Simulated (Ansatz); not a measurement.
Input for Ansatz (development build ahead of 0.2.0):

```yaml
crystal:
  periodic: [false, false, false]
  atoms:
    - { symbol: Li, position_ang: [0.0, 0.0, 4.3167] }
    - { symbol: Li, position_ang: [0.0, 0.0, 0.0] }
    - { symbol: "N", position_ang: [3.2413, 0.0, -0.8685] }
basis:
  gaussian: { orbitals: STO-3G }
total_charge: -1
magnetization:
  initial_magnetization: 2
hamiltonian:
  xc: hf
```

The input is written out in the form of the current development build from the run's settings.

Results

```json
{
 "Converged": "yes",
 "Total energy": "-68.13626 hartree",
 "Spin squared of the determinant": "2.000",
 "Stability test": "minimum among restricted orbitals"
}
```

Caution: stretched shape with no unrestricted run beside it, a lower state can exist; no diffuse functions for an anion; other spin multiplicities may lie lower.
